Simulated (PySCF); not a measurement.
## Adding and removing an electron: BH

PBE; B def2-TZVPPD, H def2-TZVPPD; no relativity (PySCF 2.14). Neutral (UKS): singlet (closed shell), Re = 1.251 Å, ωe = 2245 cm⁻¹, De = 3.52 eV, HOMO -5.54 eV, LUMO -3.50 eV.

BH⁺ (UKS): doublet (σ ↑), Re = 1.218 Å, ωe = 2449 cm⁻¹, De = 2.62 eV to B⁺ + H. The energies at the minima are -25.23922 hartree for BH and -24.88735 for BH⁺.

(1) Work out the adiabatic ionisation energy, without and with harmonic zero-point energies (1 hartree = 27.2114 eV, 1 eV = 8065.5 cm⁻¹), and the change of the bond length.

For an ion De counts to the pair picked by the measured ionisation energies or electron affinities, which need not be the lowest pair at this level. States were picked by a PBE0 search and need not be the measured ground states.

Results:

(1) At PBE: 0.35187 hartree = 9.575 eV between the minima; the zero-point term (2449.0 − 2245.0)/2 cm⁻¹ = +0.013 eV makes it 9.588 eV. Re changes by -3.3 pm against the neutral. Minus the HOMO energy is 5.54 eV, -4.03 eV from the value between the minima; self-interaction puts the Kohn–Sham level too high, less so with exact exchange. The electron leaves a σ orbital, and the shorter bond of the ion fits an antibonding orbital, or a change in how ionic the bond is.
